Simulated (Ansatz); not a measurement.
Species: methylsilane, CH₆Si, net charge 0, singlet state. SMILES: C[SiH3]
Structure (B3LYP-D3(BJ)/def2-TZVP (Ansatz, an electronic-structure program) minimum search):
```
Si
H 1 1.4834
H 1 1.4834 2 108.30
H 1 1.4834 2 108.30 3 -117.24
C 1 1.8761 2 110.62 4 -121.38
H 5 1.0915 1 110.87 2 60.00
H 5 1.0915 6 108.04 1 -121.68
H 5 1.0915 6 108.04 7 -116.65
```

Wanted: vertical ionisation energy (to the doublet state of charge +1; each state is the SCF solution reached for its spin; the molecule has degenerate orbitals, so one determinant may break the symmetry), in eV. Cores are frozen in the correlated levels unless marked. Open shells are spin-unrestricted. Spin-orbit coupling is left out. No relativistic terms. Basis-set limits of correlation are two-point, X^-3; Hartree-Fock from the larger set. [CCSD(T)-MP2]/basis is that difference in the basis named.

```
level                                                          program  vertical ionisation energy (eV)
-------------------------------------------------------------  -------  -------------------------------
r2SCAN/def2-TZVPD                                               Ansatz                            11.42
PBE0/def2-TZVPD                                                 Ansatz                              ___
BHLYP/def2-TZVPD                                                Ansatz                            11.55
wB97X-V/def2-TZVPD                                              Ansatz                            11.67
B2PLYP/def2-TZVPD                                               Ansatz                              ___
CCSD/aug-cc-pV(D+d)Z                                            Ansatz                              ___
CCSD/def2-SVPD                                                  Ansatz                            11.64
RI-MP2/CBS(def2-TZVPPD,def2-QZVPPD)+[CCSD(T)-MP2]/def2-TZVPPD   Ansatz                              ___
```

Task: Fill in the missing entries.

Result: 
- PBE0/def2-TZVPD, vertical ionisation energy (eV): 11.54
- B2PLYP/def2-TZVPD, vertical ionisation energy (eV): 11.61
- CCSD/aug-cc-pV(D+d)Z, vertical ionisation energy (eV): 11.62
- RI-MP2/CBS(def2-TZVPPD,def2-QZVPPD)+[CCSD(T)-MP2]/def2-TZVPPD, vertical ionisation energy (eV): 11.82
